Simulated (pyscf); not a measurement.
Thermochemistry of product channels of F–GeH(F)–F (SMILES [F][GeH]([F])[F]) + H• (SMILES [H]) on the doublet surface, in kcal/mol, from ωB97M-D3(BJ)/def2-TZVP energies (ideal gas, 1 atm, RRHO with modes under 100 cm⁻¹ raised to 100, one conformer, R ln 2 for rigid chiral ones). Single points on ωB97X-D3(BJ)/def2-SVP structures (PySCF, gas phase).

| products | ΔE | ΔH(298 K) | ΔG(298 K) | ΔG(1200 K) |
|---|---|---|---|---|
| F–Ge•(F)–F (SMILES [F][Ge]([F])[F]) + H₂ (SMILES [H][H]) | -18.6 | -17.5 | -19.0 | -23.1 |
| HF (SMILES F) + F–GeH•–F (SMILES [F][GeH][F]) | -7.7 | -4.4 | -8.0 | -17.1 |

These are energies of the channels, which say nothing of barriers. Elements up to Kr have no core potential and no relativistic terms here.
